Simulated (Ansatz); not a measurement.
Relaxation of BH$_{7}$N$_{2}$ (10 atoms, charge 0, multiplicity 1), to a largest force component of 0.03 eV/Å in at most 50 steps.

Theory: RKS B3LYP-D4/def2-mTZVP in Ansatz 0.2.0.

```xyz
10
Properties=species:S:1:pos:R:3
B 0.113 0.620 -0.368
H 0.116 -0.325 1.844
N 1.351 0.025 -0.661
H 1.421 -0.860 -1.136
H 2.248 0.413 -0.411
H -0.895 0.055 -0.655
N 0.007 1.944 0.286
H 0.800 2.514 0.541
H -0.877 2.415 0.380
H -0.031 0.363 1.918
```

Where does it end, and by what steps?

The forces met the threshold. The force dipped under the threshold on the way, but the program's further checks kept it going. After 17 steps the energy has fallen by 0.364 eV; H2 moved furthest, 1.33 Å.

| step | energy less start (eV) | largest force component (eV/Å) | accepted |
| --- | --- | --- | --- |
| 0 | 0.0000 | 2.038 | yes |
| 1 | -0.2174 | 0.803 | yes |
| 2 | -0.2997 | 0.354 | yes |
| 3 | -0.3340 | 0.211 | yes |
| 4 | -0.3475 | 0.062 | yes |
| 5 | -0.3498 | 0.152 | yes |
| 6 | -0.3581 | 0.031 | yes |
| 7 | -0.3583 | 0.132 | yes |
| 8 | -0.3603 | 0.016 | yes |
| 9 | -0.3360 | 1.063 | no |
| 10 | -0.3607 | 0.118 | yes |
| 11 | -0.3617 | 0.071 | yes |
| 12 | -0.3623 | 0.021 | yes |
| 13 | -0.3630 | 0.043 | yes |
| 14 | -0.3631 | 0.063 | yes |
| 15 | -0.3635 | 0.042 | yes |
| 16 | -0.3637 | 0.021 | yes |
| 17 | -0.3638 | 0.006 | yes |

```xyz
10
Properties=species:S:1:pos:R:3
B 0.152 0.740 -0.725
H -0.017 -0.216 3.165
N 1.391 0.111 -0.974
H 1.482 -0.662 -1.613
H 2.264 0.367 -0.536
H -0.816 0.343 -1.301
N 0.003 1.817 0.180
H 0.758 2.245 0.694
H -0.883 2.272 0.329
H -0.081 0.145 2.519
```

Whether the end is a true minimum wasn't checked by a vibrational analysis.

The run took 47 s on 1 thread of Arm Neoverse V1, on a shared host, peak memory 0.13 GiB.
